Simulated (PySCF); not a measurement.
Some computed properties have been withheld. Give your best values.

Species: C₃H₅S (charge -1).
InChI=1S/C3H6S/c1-2-3-4/h2,4H,1,3H2/p-1

Conformer (atom-mapped SMILES and torsion angles): `[CH2:1]=[CH:2][CH2:3][S-:4]`: C1–C2–C3–S4 -107°.

```tsv
property	level	value
point group of the GFN2-xTB geometry	GFN2-xTB	?
rotational constants A, B, C of the GFN2-xTB geometry	GFN2-xTB	?
HOMO energy	PBE0/pcSseg-1	?
LUMO energy	PBE0/pcSseg-1	?
13C chemical shifts (computed TMS as zero) by class	GIAO PBE0/pcSseg-1	153.7 (1 C), 91.1 (1 C), 41.8 (1 C) ppm
1H chemical shifts (computed TMS as zero) by class	GIAO PBE0/pcSseg-1	?
isotropic shieldings of nuclei other than C and H, by class	GIAO PBE0/pcSseg-1	?
```

The electronic properties come from PySCF, for the isolated species, density fitting. The HOMO energy is positive, so at this level the finite basis confines the outermost electrons. No diffuse functions stand in pcSseg-1, which bears on an anion's orbital energies.

Question: What are the 1H chemical shifts (computed TMS as zero) by class?

Answer: 6.17 (1 H), 3.83 (1 H), 3.39 (2 H), 3.33 (1 H) ppm.

Question: What is the LUMO energy?

Answer: 5.08 eV.

Question: The rotational constants A, B, C of the GFN2-xTB geometry?

Answer: 17.980, 3.190, 2.997 GHz.

Question: What is the point group of the GFN2-xTB geometry?

Answer: C1.

Question: The isotropic shieldings of nuclei other than C and H, by class?

Answer: 561 (1 S) ppm.

Question: What is the HOMO energy?

Answer: 0.53 eV.

The rotational constants make it an asymmetric top with κ = (2B − A − C)/(A − C) = -0.97, nearer the prolate limit (−1). With B = h/(8π²I), that is 505.379 GHz u Å² over I, the principal moments of inertia are 28.1, 158.4 and 168.6 u Å² (most abundant isotopes); the inertial defect Ic − Ia − Ib is -17.9 u Å² (zero for a rigid planar frame, negative otherwise).

One conformer stands for the species.
